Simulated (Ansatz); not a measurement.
in.yaml

```yaml
crystal:
  periodic: [false, false, false]
  atoms:
    - {symbol: C, position_ang: [0.098795, -1.153936, 0.701929]}
    - {symbol: P, position_ang: [-0.066079, 0.277420, 1.590965]}
    - {symbol: Ge, position_ang: [0.010541, 0.053411, -0.799770]}
    - {symbol: H, position_ang: [0.093650, 1.376097, 0.383431]}
basis:
  gaussian: {orbitals: cc-pVDZ}
magnetization: {spin_polarized: false}
correlation: {method: ccsd, electrons: all, diis_vectors: 2}
```

```sh
$ ansatz run in.yaml --threads 1 --pin off --events-out ev --progress --plain --max-ram 2393MiB
```

(1) Roughly how long does this take on 1 thread of Arm Neoverse V2, shared host, and how much host memory?

```
699 factors; integrals over basis functions are off by at most 1.3e-3 eV
mean field evaluation 1: about -66785.3856 eV, gradient 2.4e1 eV
mean field evaluation 2: about -66785.3942 eV, gradient 2.4e1 eV
mean field evaluation 4: about -66787.3204 eV, gradient 2.8e0 eV
mean field evaluation 8: about -66787.4054 eV, gradient 2.2e-1 eV
mean field evaluation 16: about -66787.3778 eV, gradient 1.2e0 eV
mean field evaluation 32: about -66770.4430 eV, gradient 3.1e1 eV
mean field evaluation 64: about -66780.0869 eV, gradient 2.3e-2 eV
mean field -66787.40620921 eV, -2454.3919080587 hartree, gradient 1.4e-6 eV, S^2 0.000000; 2 other end points of the search recorded, 0 dependent functions left out
reference -66787.40620921 eV, -2454.3919080587 hartree; 27, 27 occupied and 37, 37 virtual orbitals, 699 factors
second order -9.85753184 eV of doubles, -0.00000000 eV of singles
cycle   1  -9.94099262 eV  change   -8.3e-2 eV  update   1.2e-1
cycle   2  -10.38853787 eV  change   -4.5e-1 eV  update   3.8e-2
cycle   3  -10.48356559 eV  change   -9.5e-2 eV  update   2.2e-2
cycle   4  -10.48269227 eV  change    8.7e-4 eV  update   7.5e-3
cycle   5  -10.48097146 eV  change    1.7e-3 eV  update   3.9e-3
cycle   6  -10.47778128 eV  change    3.2e-3 eV  update   1.4e-3
cycle   7  -10.47617370 eV  change    1.6e-3 eV  update   8.4e-4
cycle   8  -10.47556143 eV  change    6.1e-4 eV  update   4.3e-4
cycle   9  -10.47533517 eV  change    2.3e-4 eV  update   2.6e-4
cycle  10  -10.47526001 eV  change    7.5e-5 eV  update   1.5e-4
cycle  11  -10.47523931 eV  change    2.1e-5 eV  update   7.8e-5
cycle  12  -10.47525213 eV  change   -1.3e-5 eV  update   5.1e-5
Total energy: -66797.88146135 eV, -2454.7768664742 hartree
```

Answers

(1) 6 s wall and 0.2 GiB.
